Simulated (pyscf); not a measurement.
Thermochemistry of product channels of `[OH][Ga]` [singlet] + `[CH2]=[CH2]` on the singlet surface, in kJ/mol, from CCSD(T)/def2-TZVPP + ΔMP2(QZVPP) energies (ideal gas, 1 atm, RRHO with modes under 100 cm⁻¹ raised to 100, one conformer, R ln 2 for chiral ones without a mode under 150 cm⁻¹). Structures and frequencies: ωB97X-D3(BJ)/def2-SVP in PySCF. Correlated levels are frozen-core, on RHF or UHF. ΔMP2 is the change of the MP2 total energy from the triple- to the quadruple-zeta basis.

```csv
products,ΔE,ΔH(298 K),ΔG(900 K),ΔG(1200 K)
`[CH2]=[CH][GaH][OH]`,___,-10.3,+112.2,+148.9
`[CH3][CH2][Ga]=[O]`,___,+52.3,+186.1,+229.0
```

Question: What belongs in the gaps?

Answer: 
- `[CH2]=[CH][GaH][OH]`, ΔE: -7.8
- `[CH3][CH2][Ga]=[O]`, ΔE: +41.6

These are energies of the channels, which say nothing of barriers. The CCSD(T) − MP2 part came from Ansatz, without density fitting, on the same reference. The frozen core leaves the outer d or s,p core shells of the metals and heavy elements correlated in the MP2 and CC values, and def2-TZVPP describes them poorly, which can shift differences by a few kcal/mol. Elements up to Kr have no core potential and no relativistic terms here.
